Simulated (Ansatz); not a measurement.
Working through a rigid scan of one bond length of C₂H₆B (charge -1), SMILES [BH3-]C=C

With the Python package of Ansatz (0.2.0).

Notebook, run cell by cell (the value of a cell's last expression is shown):

**Cell 1**
```python
import ansatz
from ase import Atoms
import numpy as np
```

**Cell 2**
```python
atoms = Atoms(['B', 'C', 'C', 'H', 'H', 'H', 'H', 'H', 'H'], positions=[
    (-1.139, 0.0372, -0.2223),
    (0.2291, -0.2327, 0.5159),
    (1.3963, 0.1028, -0.0378),
    (-2.0415, -0.3422, 0.4568),
    (-1.2657, 1.2053, -0.4223),
    (-1.1593, -0.548, -1.2604),
    (0.2152, -0.7016, 1.4949),
    (1.442, 0.5732, -1.0162),
    (2.3229, -0.0941, 0.4915),
])
mol = ansatz.Crystal.molecule_from_ase(atoms)
```

**Cell 3**
```python
symbols = [site.symbol for site in mol.cartesian_sites]
start = np.array([site.position_ang for site in mol.cartesian_sites])
axis = (start[3] - start[0]) / np.linalg.norm(start[3] - start[0])
moving = [3]
lengths, energies = [1.049, 1.096, 1.144, 1.191, 1.239, 1.287, 1.334, 1.406], []
for length in lengths:
    xyz = start.copy()
    xyz[moving] += (length - np.linalg.norm(start[3] - start[0])) * axis
    point = ansatz.Crystal.molecule()
    for symbol, place in zip(symbols, xyz):
        point = point.atom(symbol, place.tolist())
    base = (
        point.calculation()
        .basis(gaussian='def2-SVP')
        .functional('r2scan', dispersion='d3bj')
        .charge(-1)
    )
    rep = base.run().report
    energies.append(rep['free_energy_ev'])
    print(f'r = {length:6.3f} A  E = {energies[-1]:.5f} eV  <S^2> = {abs(rep["mean_field"]["state"]["spin_squared"]):.3f}')
```
Output:
```text
DeckWarning: the engine holds no damping parameters fitted to this dispersion correction and functional, so the run takes those fitted to r2scan beside the three-body term, which d3bj leaves out (hamiltonian.dispersion, under Limitations)
r =  1.049 A  E = -2842.88443 eV  <S^2> = 0.000
r =  1.096 A  E = -2843.12892 eV  <S^2> = 0.000
r =  1.144 A  E = -2843.29170 eV  <S^2> = 0.000
r =  1.191 A  E = -2843.38366 eV  <S^2> = 0.000
r =  1.239 A  E = -2843.42328 eV  <S^2> = 0.000
r =  1.287 A  E = -2843.41992 eV  <S^2> = 0.000
r =  1.334 A  E = -2843.38434 eV  <S^2> = 0.000
r =  1.406 A  E = -2843.28428 eV  <S^2> = 0.000
```

**Cell 4**
```python
# quartic fit about the minimum
fit = np.polynomial.Polynomial.fit(lengths, np.array(energies) - min(energies), 4).convert()
roots = [r.real for r in fit.deriv().roots() if abs(r.imag) < 1e-9 and fit.deriv(2)(r.real) > 0]
r_e = min(roots, key=lambda r: abs(r - lengths[int(np.argmin(energies))]))
print(f'minimum of the fit at {r_e:.4f} A, force constant {fit.deriv(2)(r_e):.2f} eV/A^2')
```
Output:
```text
minimum of the fit at 1.2582 A, force constant 16.63 eV/A^2
```

Caveats:
- Total energies depend on the basis set; only differences at equal settings carry meaning.
- Warnings are shown shortened and without file and line.
- The rest of the molecule is held rigid at a force-field or estimated start geometry, and the basis set is modest; single-reference methods fail as a bond breaks.
- The orbitals are restricted, so S² is zero by construction.
- Anions want diffuse functions, which this basis lacks.
- A dispersion term here runs with damping parameters fitted for another variant or functional.
- Wall time of the script: 22 s on 1 thread of Arm Neoverse V1 (shared host), peak memory 0.19 GiB.

(Lines on the test bed's own set-up are left out of the output.)
